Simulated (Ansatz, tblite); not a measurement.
# BiH2Br: removing and adding an electron

The task here is to estimate one member of a computed series from the others.

Method: as each input shows; program: Ansatz 0.2.0, Gaussian basis.

Plan: charge +1 doublet, at the geometry of the singlet (PBE0-D4/def2-TZVP, PBE-D4/def2-TZVP, r2SCAN-D4/def2-TZVP, CCSD(T)/def2-TZVPP); charge -1 doublet, at the geometry of the singlet (PBE0-D4/def2-TZVPD, PBE-D4/def2-TZVPD, r2SCAN-D4/def2-TZVPD, CCSD(T)/def2-TZVPD); the starting singlet's energies come from earlier runs.

## The relaxed structure

The singlet was relaxed beforehand with r2SCAN-D4/def2-TZVP.

4 atoms, charge 0, spin multiplicity 1.

Atoms are counted from 1 here; the program's logs count them from 0.

Bond lengths: Bi1–H2 1.796 Å, Bi1–H3 1.796 Å, Bi1–Br4 2.613 Å. Angles: H2–Bi1–H3 89.2°, H2–Bi1–Br4 93.9°, H3–Bi1–Br4 93.9°.

Bi takes a core potential in the def2 sets. No spin-orbit coupling is included.

Set-up of the first run:

in.yaml

```yaml
crystal:
  periodic: [false, false, false]
  atoms:
    - {symbol: Bi, position_ang: [0.076913, 0.145017, 0.854304]}
    - {symbol: H, position_ang: [1.567824, 0.159084, -0.147366]}
    - {symbol: H, position_ang: [-0.595137, 1.456376, -0.172856]}
    - {symbol: Br, position_ang: [-1.049600, -1.760467, -0.534071]}
basis:
  gaussian: {orbitals: def2-TZVP}
total_charge: 1
magnetization: {spin_polarized: true, initial_magnetization: 1}
hamiltonian: {xc: pbe0, dispersion: d4}
output: {orbitals: {seedname: orbitals}}
```

Launch:

```sh
> ansatz run in.yaml --threads 2 --pin off --events-out ev --progress --plain --max-ram 4352MiB
```

Steps of the session up to this table: Charge +1 doublet at the fixed geometry, PBE0-D4/def2-TZVP; Charge +1 doublet at the fixed geometry, PBE-D4/def2-TZVP; Charge +1 doublet at the fixed geometry, r2SCAN-D4/def2-TZVP; Charge +1 doublet at the fixed geometry, CCSD(T)/def2-TZVPP; Charge -1 doublet at the fixed geometry, PBE0-D4/def2-TZVPD; Charge -1 doublet at the fixed geometry, PBE-D4/def2-TZVPD; Charge -1 doublet at the fixed geometry, r2SCAN-D4/def2-TZVPD; Charge -1 doublet at the fixed geometry, CCSD(T)/def2-TZVPD.

One of the session's tables, all rows but one given; the rest of the session is left out.

It belongs to the step «Vertical electron affinity». 

```
              method  vertical electron affinity (eV)
       HF/def2-TZVPD                            -0.13
   PBE-D4/def2-TZVPD                                ?
r2SCAN-D4/def2-TZVPD                             0.50
  PBE0-D4/def2-TZVPD                             0.49
      MP2/def2-TZVPD                             0.42
     CCSD/def2-TZVPD                             0.33
  CCSD(T)/def2-TZVPD                             0.35
```

**Question.** Estimate the row for PBE-D4/def2-TZVPD.

The run gave: vertical electron affinity (eV): 0.48. In the column «vertical electron affinity (eV)» it lies between MP2/def2-TZVPD (0.42) and PBE0-D4/def2-TZVPD (0.49).

Limits of these values: The anion's highest level is positive in at least one run, so there the basis alone may hold the extra electron.
